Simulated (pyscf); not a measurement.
Structures and frequencies: ωB97X-D3(BJ)/def2-SVP in PySCF. Correlated levels are frozen-core, on RHF or UHF. ΔMP2 is the change of the MP2 total energy from the triple- to the quadruple-zeta basis.

Q: For H₃C–Be–NH₂ (SMILES [CH3][Be][NH2]) + CH₄ (SMILES C) → H₃C–Be–CH₃ (SMILES [CH3][Be][CH3]) + NH₃ (SMILES N), a four-centre exchange (singlet surface; Be–N, C–H broken, Be–C, H–N formed), PBE/def2-TZVP gives ΔE‡ = 31.2 kcal/mol and ΔE = +23.7 kcal/mol (zero: the separated reactants). In which direction and how far do r²SCAN/def2-TZVP, PBE0-D3(BJ)/def2-TZVP, CCSD(T)/def2-TZVPP + ΔMP2(QZVPP) move these?

A: r²SCAN: ΔE‡ = 32.6 kcal/mol, ΔE = +24.7 kcal/mol; PBE0-D3(BJ): ΔE‡ = 31.7 kcal/mol, ΔE = +23.6 kcal/mol; CCSD(T): ΔE‡ = 37.4 kcal/mol, ΔE = +24.5 kcal/mol. PBE's barrier lies under all of them, by 0.5 to 6.3 kcal/mol. Its reaction energy matches one of them and lies within 0.9 kcal/mol of the others. On the product side the descent ends in an adduct with a Be–N contact (not fully relaxed), 19.1 kcal/mol under the separated species and 30.9 kcal/mol under the saddle at ωB97X-D3(BJ)/def2-TZVP. What is counted as broken (Be–N) persists as a longer contact in the product adduct; parting that adduct is a step of its own. At the saddle there is also a short Be–H contact that neither side keeps. One saddle was located; it need not be the lowest between these sides. The CCSD(T) − MP2 part came from Ansatz, without density fitting, on the same reference.
